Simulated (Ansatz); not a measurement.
Worked example: vertical electron affinity of LiH (SMILES [LiH])

LiH has 2 atoms, charge 0, and is taken as a singlet. SMILES: `[LiH]`. The bond length is the measured one.

```xyz
2

Li    0.0000    0.0000    0.0000
H     0.0000    0.0000    1.5957
```

Both states at this one shape; open shells run unrestricted unless said. 1 Eh = 27.2114 eV.

| level | program | singlet LiH (Eh) | doublet LiH− (Eh) |
| --- | --- | --- | --- |
| B3LYP/cc-pV(D+d)Z | Ansatz | -8.083634 | -8.091721 |
| B3LYP/cc-pV(T+d)Z | Ansatz | -8.087142 | -8.096446 |
| B3LYP/cc-pV(Q+d)Z | Ansatz | -8.087981 | -8.099699 |

Q: Work out the vertical electron affinity, E(N) − E(N+1), at each level.

A: 
1. B3LYP/cc-pV(D+d)Z: -8.083634 − (-8.091721) = 0.008087 Eh = 0.22 eV.
2. B3LYP/cc-pV(T+d)Z: -8.087142 − (-8.096446) = 0.009304 Eh = 0.25 eV.
3. B3LYP/cc-pV(Q+d)Z: -8.087981 − (-8.099699) = 0.011718 Eh = 0.32 eV.

No measured value is set beside it here; the levels span 0.22 to 0.32 eV.
